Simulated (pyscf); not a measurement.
H₃Si–Cl + H• → SiH₃• + HCl (atom transfer; doublet surface; Cl–Si broken, Cl–H formed). PySCF, gas phase, ωB97X-D3(BJ)/def2-SVP geometries. MP2 and CC: frozen core, UHF for open shells. ΔMP2 is the change of the MP2 total energy from the triple- to the quadruple-zeta basis. Energies in kcal/mol from the separated reactants.

```json
[
 {"level": "PBE/def2-TZVP", "barrier": "11.5", "reaction energy": "+3.2"},
 {"level": "r²SCAN/def2-TZVP", "barrier": "13.1", "reaction energy": "+3.0"},
 {"level": "PBE0-D3(BJ)/def2-TZVP", "barrier": "16.2", "reaction energy": "+4.9"},
 {"level": "M06-2X/def2-TZVP", "barrier": "20.8", "reaction energy": "+5.3"},
 {"level": "HF/def2-TZVP", "barrier": "[?]", "reaction energy": "+7.9"},
 {"level": "CCSD(T)/def2-TZVPP", "barrier": "21.4", "reaction energy": "+2.7"},
 {"level": "CCSD(T)/def2-TZVPP + ΔMP2(QZVPP)", "barrier": "[?]", "reaction energy": "[?]"}
]
```

**Question.** What belongs in the gaps?

**Answer.** 
- HF/def2-TZVP, barrier: 37.0
- CCSD(T)/def2-TZVPP + ΔMP2(QZVPP), barrier: 20.4
- CCSD(T)/def2-TZVPP + ΔMP2(QZVPP), reaction energy: +3.7

The same reactants have a lower exit, to •H₂Si–Cl + H₂ (barrier +5.0 kcal/mol at ωB97M-D3(BJ), against +21.3 kcal/mol here). This is the saddle that the search found; another between the same sides may lie lower. The angle at the transferred Cl is 180°. The CCSD(T) − MP2 part came from Ansatz, without density fitting, on the same reference.
